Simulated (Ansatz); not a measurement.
**Isomers**

Structures of B2H2Cl, doublet, relaxed at PBE0-D4/def2-TZVP (vibrations not checked; lower isomers may exist, and structures with a doubtful reference or unclear bonds are left out). Ansatz 0.2.0; basis: def2-TZVPP; cores frozen in the correlated methods; orbitals are unrestricted. B3LYP uses VWN-RPA correlation.

Rank them by CCSD(T) energy, lowest first, and give each one's height above the lowest. Links in brackets join atoms within 1.22 times the sum of their covalent radii (1.1 for two metals). (To be estimated.)
A.
a complex of B₂Cl + H + H
```
5
angstrom
B -2.9383 0.1383 -0.5646
B -1.6251 0.0552 0.1884
Cl -0.1677 -0.0370 1.0243
H 2.3482 -2.2232 -0.4118
H 2.5152 2.0613 -0.2292
```
B.
B₂H₂Cl ([BH2][B][Cl])
```
5
angstrom
B 0.7198 -0.0296 0.0388
B -0.8401 0.0346 -0.0453
Cl -2.5113 0.1033 -0.1353
H 1.2755 -1.0898 0.0268
H 1.3562 0.9815 0.1150
```
C.
B₂H₂Cl ([BH]1[BH][Cl]1)
```
5
angstrom
B -0.7665 0.0432 -0.2945
B 0.6619 0.4869 0.0201
Cl 0.2618 -1.3265 0.6866
H -1.8844 -0.1634 -0.6033
H 1.7273 0.9598 0.1911
```
D.
B₂H₂Cl ([BH][BH][Cl])
```
5
angstrom
B 1.0825 -0.0734 0.5000
B 0.2299 0.6851 -0.5963
Cl 1.6335 0.8420 1.9080
H 1.3709 -1.2303 0.4226
H -0.4060 1.2506 -1.4142
```

By the calculation: B (0.00 kcal/mol), D (7.81 kcal/mol), C (10.30 kcal/mol), A (188.06 kcal/mol). Heights count from the lowest.

Do PBE-D4, r2SCAN-D4, PBE0-D4, B3LYP-D4, wB97M-V, HF, MP2 give the same order? (Judge from chemistry; the calculation decides.)

The calculation gives: Lowest first: PBE-D4 B < C < D < A; r2SCAN-D4 B < C < D < A. The others agree with CCSD(T).

No T1 diagnostic of these runs exceeds 0.018. ⟨S²⟩ of the unrestricted Hartree–Fock references: 0.76 to 2.75 (a pure state has 0.75). The unrestricted reference is spin-contaminated, which hurts MP2 most.

For scale, one of the runs: CCSD(T)/def2-TZVPP, 132 basis functions, launched by `ansatz run in.yaml --threads 2 --pin off --events-out ev --progress --plain --max-ram 4352MiB`. Time: 39 s of wall clock on 2 CPU threads of an Arm Neoverse V2; the host was shared. Peak host memory: 1.4 GiB.
